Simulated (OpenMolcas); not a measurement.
**CCl⁻ at 1.916 Å: OpenMolcas input and output**

Input (each module block was a call of its own in one work directory; start orbitals came from a preliminary run):

```
&GATEWAY
Coord
2
angstrom
Cl 0.0 0.0 0.0
C 0.0 0.0 1.9160
Basis=ANO-RCC-VTZP
Group=XY
RX2C
AMFI
ANGMom
0.0 0.0 0.0
RICD
&SEWARD
&GUESSORB
* RASSCF and CASPT2 blocks for each multiplicity and irrep, as for the first:
&RASSCF
FileOrb=$CurrDir/o31.orb
Symmetry=1
Spin=3
nActEl=10 0 0
Inactive=5 2
RAS2=3 4
CIRoot=1 1 1
Linear
Iterations=120 100
OrbListing=Nothing
PRWF=0.15
>>COPY $Project.RasOrb $CurrDir/o31.orb
>>COPY $Project.rasscf.h5 $CurrDir/r31.h5
&CASPT2
XMultistate=all
Imaginary=0.2
IPEA=0.25
MaxIter=40
>>COPY $Project.JobMix JOB001
&RASSI
Nr of JobIphs=5 1 3 4 2 1
1
1 2 3
1 2 3 4
1 2
1
SpinOrbit
EJob
Omega
MEES
MESO
Properties=4
'AngMom' 3 'Mltpl  1' 1 'Mltpl  1' 2 'Mltpl  1' 3
Thrs=1.0d-4
>>COPY $Project.rassi.h5 $CurrDir/so.h5
```

```bash
pymolcas m.inp
```

C2 symmetry about the axis (a holds Σ, Δ, Γ; b holds Π, Φ, H; Σ⁺ and Σ⁻ are not told apart); roots by multiplicity and irrep: 3a 1, 1a 3, 3b 4, 1b 2, 5a 1.

RASSI part of the output, in excerpt:

```
SPIN-FREE ENERGIES:
  (Shifted by EMIN (a.u.) =       -499.0280832518)
 SF State       Relative EMIN(au)   Rel lowest level(eV)    D:o, cm**(-1)      Abs_M
     1             0.0000000000        0.0000000000              0.0000         0.0
     2             0.0388822631        1.0580402782           8533.6704         2.0
     3             0.0389684579        1.0603857606           8552.5879         2.0
     4             0.0644965736        1.7550411753          14155.3617         0.0
     5             0.1045587933        2.8451897104          22948.0026         1.0
     6             0.1045587933        2.8451897104          22948.0026         1.0
     9             0.1390151693        3.7827954670          30510.3030         1.0
    10             0.1390151693        3.7827954670          30510.3030         1.0
     7             0.1733837123        4.7180111651          38053.3263         1.0
     8             0.1733837123        4.7180111651          38053.3263         1.0
    11             0.1829255090        4.9776566784          40147.5086         0.0
++ Dipole transition strengths (spin-free states):
     for osc. strength at least  1.00000000E-05
      From   To        Osc. strength     Einstein coefficients Ax, Ay, Az (sec-1)    Total A (sec-1)
         1    5       1.07123599E-03  3.26885420E+05  4.93998042E+04  0.00000000E+00  3.76285224E+05
         1    6       1.07123601E-03  4.93998032E+04  3.26885426E+05  0.00000000E+00  3.76285229E+05
         1    7       4.34027260E-02  1.37452181E+05  4.17847883E+07  0.00000000E+00  4.19222405E+07
         1    8       4.34027260E-02  4.17847883E+07  1.37452181E+05  0.00000000E+00  4.19222405E+07
         2    9       1.06705442E-03  1.29486890E+05  2.14269750E+05  0.00000000E+00  3.43756640E+05
         2   10       1.06705443E-03  2.14269752E+05  1.29486890E+05  0.00000000E+00  3.43756642E+05
         3    9       1.06613590E-03  2.13716894E+05  1.29152788E+05  0.00000000E+00  3.42869682E+05
         3   10       1.06613590E-03  1.29152790E+05  2.13716894E+05  0.00000000E+00  3.42869684E+05
         4    9       1.43470675E-04  2.27902447E+01  2.55750515E+04  0.00000000E+00  2.55978418E+04
         4   10       1.43470668E-04  2.55750502E+04  2.27902388E+01  0.00000000E+00  2.55978404E+04
 Electric-quadrupole - electric-quadrupole not included
 Electric-dipole - electric-octupole not included
 Electric-dipole - magnetic-quadrupole not included
   Eigenvalues of complex Hamiltonian:
  (Shifted by EMIN (a.u.) =       -499.0280832518)
 SO State       Relative EMIN(au)   Rel lowest level(eV)    D:o, cm**(-1)      Omega
     1            -0.0000018521        0.0000000000              0.0000         0.0
     2            -0.0000004549        0.0000380218              0.3067         1.0
     3            -0.0000004549        0.0000380218              0.3067         1.0
     4             0.0388810784        1.0580584404           8533.8168         2.0
     5             0.0389672722        1.0604038953           8552.7342         2.0
     6             0.0644962874        1.7550837883          14155.7054         0.0
     7             0.1043783412        2.8403297568          22908.8045         0.0
     8             0.1043795570        2.8403628403          22909.0713         0.0
     9             0.1045575376        2.8452059404          22948.1335         1.0
    10             0.1045575376        2.8452059404          22948.1335         1.0
    11             0.1047376505        2.8501070608          22987.6637         2.0
    12             0.1047376510        2.8501070741          22987.6638         2.0
    13             0.1390159243        3.7828664099          30510.8752         1.0
    14             0.1390159243        3.7828664099          30510.8752         1.0
    15             0.1732787418        4.7152051705          38030.6945         2.0
    16             0.1732787423        4.7152051847          38030.6946         2.0
    17             0.1733833796        4.7180525101          38053.6598         1.0
    18             0.1733833796        4.7180525101          38053.6598         1.0
    19             0.1734880319        4.7209002448          38076.6283         0.0
    20             0.1734898155        4.7209487788          38077.0198         0.0
    21             0.1829263703        4.9777305171          40148.1042         0.0
    22             0.1829267973        4.9777421353          40148.1979         1.0
    23             0.1829267973        4.9777421353          40148.1979         1.0
    24             0.1829280784        4.9777769946          40148.4791         2.0
    25             0.1829280784        4.9777769946          40148.4791         2.0
 Weights of the five most important spin-orbit-free states for each spin-orbit state.
 SO State  Total energy (au)           Spin-free states, spin, and weights
    1        -0.000002       1 1.0  1.0000    4 0.0  0.0000    6 1.0  0.0000    5 1.0  0.0000    7 1.0  0.0000
    2        -0.000000       1 1.0  1.0000    6 1.0  0.0000    5 1.0  0.0000    7 1.0  0.0000    8 1.0  0.0000
    3        -0.000000       1 1.0  1.0000    6 1.0  0.0000    5 1.0  0.0000    7 1.0  0.0000    8 1.0  0.0000
    4         0.038881       2 0.0  1.0000    8 1.0  0.0000    7 1.0  0.0000    6 1.0  0.0000    5 1.0  0.0000
    5         0.038967       3 0.0  1.0000    8 1.0  0.0000    7 1.0  0.0000    6 1.0  0.0000    5 1.0  0.0000
    6         0.064496       4 0.0  1.0000    1 1.0  0.0000    5 1.0  0.0000    6 1.0  0.0000    7 1.0  0.0000
    7         0.104378       5 1.0  0.5000    6 1.0  0.5000   11 2.0  0.0000    7 1.0  0.0000    8 1.0  0.0000
    8         0.104380       5 1.0  0.5000    6 1.0  0.5000    4 0.0  0.0000    1 1.0  0.0000    7 1.0  0.0000
    9         0.104558       6 1.0  1.0000    9 0.0  0.0000   11 2.0  0.0000   10 0.0  0.0000    1 1.0  0.0000
   10         0.104558       5 1.0  1.0000   10 0.0  0.0000   11 2.0  0.0000    9 0.0  0.0000    1 1.0  0.0000
   11         0.104738       6 1.0  0.5000    5 1.0  0.5000   11 2.0  0.0000    2 0.0  0.0000    7 1.0  0.0000
   12         0.104738       6 1.0  0.5000    5 1.0  0.5000   11 2.0  0.0000    3 0.0  0.0000    7 1.0  0.0000
   13         0.139016      10 0.0  1.0000    5 1.0  0.0000    6 1.0  0.0000    1 1.0  0.0000    8 1.0  0.0000
   14         0.139016       9 0.0  1.0000    6 1.0  0.0000    5 1.0  0.0000    1 1.0  0.0000    7 1.0  0.0000
   15         0.173279       7 1.0  0.4999    8 1.0  0.4999   11 2.0  0.0001    2 0.0  0.0000    5 1.0  0.0000
   16         0.173279       7 1.0  0.4999    8 1.0  0.4999   11 2.0  0.0001    3 0.0  0.0000    5 1.0  0.0000
   17         0.173383       8 1.0  0.9999   11 2.0  0.0001    1 1.0  0.0000   10 0.0  0.0000    9 0.0  0.0000
   18         0.173383       7 1.0  0.9999   11 2.0  0.0001    1 1.0  0.0000    9 0.0  0.0000   10 0.0  0.0000
   19         0.173488       8 1.0  0.5000    7 1.0  0.5000   11 2.0  0.0000    5 1.0  0.0000    6 1.0  0.0000
   20         0.173490       7 1.0  0.5000    8 1.0  0.5000    4 0.0  0.0000    1 1.0  0.0000    5 1.0  0.0000
   21         0.182926      11 2.0  1.0000    7 1.0  0.0000    8 1.0  0.0000    5 1.0  0.0000    6 1.0  0.0000
   22         0.182927      11 2.0  0.9999    8 1.0  0.0000    7 1.0  0.0000    5 1.0  0.0000    6 1.0  0.0000
   23         0.182927      11 2.0  0.9999    7 1.0  0.0000    8 1.0  0.0000    6 1.0  0.0000    5 1.0  0.0000
   24         0.182928      11 2.0  0.9999    7 1.0  0.0001    8 1.0  0.0001    5 1.0  0.0000    6 1.0  0.0000
   25         0.182928      11 2.0  0.9999    7 1.0  0.0001    8 1.0  0.0001    5 1.0  0.0000    6 1.0  0.0000
++ Dipole transition strengths (SO states):
        for osc. strength at least   1.00000000E-05
      From   To        Osc. strength     Einstein coefficients Ax, Ay, Az (sec-1)    Total A (sec-1)
         1    9       1.07119148E-03  4.93966379E+04  3.26877243E+05  0.00000000E+00  3.76273881E+05
         1   10       1.07119147E-03  3.26877237E+05  4.93966389E+04  0.00000000E+00  3.76273876E+05
         1   17       4.34000724E-02  4.17829661E+07  1.37446048E+05  0.00000000E+00  4.19204121E+07
         1   18       4.34000724E-02  1.37446048E+05  4.17829660E+07  0.00000000E+00  4.19204121E+07
         2    7       5.33468239E-04  9.33714317E+04  9.33714334E+04  0.00000000E+00  1.86742865E+05
         2    8       5.33434149E-04  9.33676399E+04  9.33676417E+04  0.00000000E+00  1.86735282E+05
         2   11       5.37776884E-04  9.47747048E+04  9.47747066E+04  0.00000000E+00  1.89549411E+05
         2   12       5.37776938E-04  9.47747153E+04  9.47747171E+04  0.00000000E+00  1.89549432E+05
         2   15       2.16839692E-02  1.04595384E+07  1.04595384E+07  0.00000000E+00  2.09190769E+07
         2   16       2.16839786E-02  1.04595430E+07  1.04595430E+07  0.00000000E+00  2.09190861E+07
         2   19       2.17157144E-02  1.05001699E+07  1.05001699E+07  0.00000000E+00  2.10003399E+07
         2   20       2.17164719E-02  1.05007521E+07  1.05007521E+07  0.00000000E+00  2.10015041E+07
         3    7       5.33468239E-04  9.33714317E+04  9.33714334E+04  0.00000000E+00  1.86742865E+05
         3    8       5.33434149E-04  9.33676399E+04  9.33676417E+04  0.00000000E+00  1.86735282E+05
         3   11       5.37776861E-04  9.47747008E+04  9.47747026E+04  0.00000000E+00  1.89549403E+05
         3   12       5.37776961E-04  9.47747193E+04  9.47747211E+04  0.00000000E+00  1.89549440E+05
         3   15       2.16839787E-02  1.04595430E+07  1.04595430E+07  0.00000000E+00  2.09190861E+07
         3   16       2.16839690E-02  1.04595384E+07  1.04595384E+07  0.00000000E+00  2.09190769E+07
         3   19       2.17157144E-02  1.05001699E+07  1.05001699E+07  0.00000000E+00  2.10003398E+07
         3   20       2.17164719E-02  1.05007521E+07  1.05007521E+07  0.00000000E+00  2.10015042E+07
         4   13       1.06703155E-03  2.14271440E+05  1.29491147E+05  0.00000000E+00  3.43762588E+05
         4   14       1.06703154E-03  1.29491147E+05  2.14271438E+05  0.00000000E+00  3.43762585E+05
         5   13       1.06611304E-03  1.29157043E+05  2.13718589E+05  0.00000000E+00  3.42875632E+05
         5   14       1.06611303E-03  2.13718589E+05  1.29157041E+05  0.00000000E+00  3.42875630E+05
         6   13       1.43473692E-04  2.55762918E+04  2.28034540E+01  0.00000000E+00  2.55990953E+04
         6   14       1.43473699E-04  2.28034599E+01  2.55762931E+04  0.00000000E+00  2.55990966E+04
 Electric-quadrupole - electric-quadrupole not included
 Electric-dipole - electric-octupole not included
 Electric-dipole - magnetic-quadrupole not included
```

Only roots inside an energy window near the equilibrium distance were included, so the list of states is not complete; labels number the states computed. Each spin and symmetry block has orbitals of its own, averaged over its own roots, so gaps between blocks are less sure than gaps within one and near the minimum can be off by tenths of an eV, in bad cases by more. No Rydberg orbitals are active, so Rydberg states, and σ→σ* states whose orbital the CASSCF left unused, can be missing between those listed. CASPT2 splits the two components of degenerate states numerically, here by up to 19 cm⁻¹. For an anion, states above the electron-detachment threshold (often below 1 to 3 eV) are held by the basis set and are not bound levels. No roots were computed in block 5b (none fell in the window or the block failed), so states of that kind are missing and can lie low or lowest.
